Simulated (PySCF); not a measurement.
Task: What does the PBE0-D3(BJ)/def2-SVP structure of `C=CCC(=O)[O-]` look like in three dimensions? (Charge -1.)

Result: 
```
atom  x, y, z in Å
C1     1.9276   -0.0009   -0.3154
C2     0.6709    0.4565   -0.2363
C3    -0.4669   -0.1621    0.4820
C4    -1.7877   -0.2222   -0.3953
O5    -2.4778   -1.2377   -0.2231
O6    -1.9779    0.7786   -1.1108
H7     2.6895    0.5082   -0.9157
H8     2.2363   -0.9154    0.2056
H9     0.3787    1.3583   -0.7905
H10   -0.2270   -1.1624    0.8759
H11   -0.7414    0.4808    1.3410
```

Any rigid rotation of these coordinates is as good. Atoms count from 1 in this order. C2 (alkene CH carbon) is planar (angles 127.4°, 120.0° and 112.5°, sum 359.9°, 0.02 Å off the plane of its three neighbours). Of the pairs four or more bonds apart, O6···H9 is among the closest relative to their van der Waals radii: 2.45 Å, 90 % of the sum of Bondi's values. C4 (carboxylate carbon) is planar (angles 130.8°, 114.7° and 114.5°, sum 360.0°, 0.02 Å off the plane of its three neighbours). C1 (terminal =CH2 carbon) is planar (angles 121.7°, 121.4° and 116.9°, sum 360.0°, 0.01 Å off the plane of its three neighbours).

Bonds between heavy atoms (Å): C1=C2 1.340, C2–C3 1.481, C3–C4 1.587, C4=O5 1.240, C4–O6 1.245.

Computed, not measured: PBE0-D3(BJ)/def2-SVP geometry optimisation, gas phase in PySCF.

Point group: C1 (no symmetry element, even within 0.4 Å). Whether it is a minimum is left open (no frequencies). The geometry's basis has no diffuse functions, a weakness for an anion. Torsions: C1–C2–C3–C4 -133°, C2–C3–C4–O5 144°.

One conformer stands for the species.
